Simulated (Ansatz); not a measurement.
# CH4Si: the cost of one run

Program: Ansatz 0.2.0 through its Python package. The levels of theory stand in the script. These are calculated values, not measurements.

## 1. Starting point

Bond lengths: C1–Si2 1.748 Å, C1–H3 1.077 Å, C1–H4 1.077 Å, Si2–H5 1.458 Å, Si2–H6 1.458 Å. Angles: C1–Si2–H5 124.5°, C1–Si2–H6 124.6°, H5–Si2–H6 110.9°, Si2–C1–H3 122.4°, Si2–C1–H4 122.5°, H3–C1–H4 115.0°.

ch4si.xyz, read by the script:

```xyz
6

C    -0.73869   -0.54716   -0.26510
Si    0.61127    0.45176    0.21826
H    -1.40851   -0.99661    0.44813
H    -0.96292   -0.75816   -1.29674
H     0.95298    0.76597    1.60075
H     1.54587    1.08420   -0.70530
```

## 2. The code

ch4si_basis.py reads:

```python
"""How the energy of CH4Si converges with the basis."""

import ansatz as az

ch4si = az.Crystal.molecule_from_extxyz("ch4si.xyz")

calc = ch4si.calculation().functional("B3LYP")

energies = {}
for basis in ["cc-pVDZ", "cc-pVTZ"]:
    data = calc.basis(gaussian=basis).run(threads=1).report
    size = data["n_frozen"] + data["n_occupied"][0] + data["n_virtual"][0]
    energies[basis] = (data["reference_energy_ev"] / 27.211386246, data["free_energy_ev"] / 27.211386246)
    print(f"{basis:14s} {size:4d} orbitals  reference {energies[basis][0]:14.6f} Ha  total {energies[basis][1]:14.6f} Ha")

last = energies["cc-pVTZ"][1]
for basis, (_, total) in energies.items():
    print(f"{basis:14s} lies {27.211386 * (total - last):9.4f} eV above cc-pVTZ")
```

## 3. Running it

Run with:

```sh
$ python ch4si_basis.py
```

What time and memory should one allow on 1 thread of Arm Neoverse V1, shared host?

About 2.8 s, with a peak of 0.22 GiB.
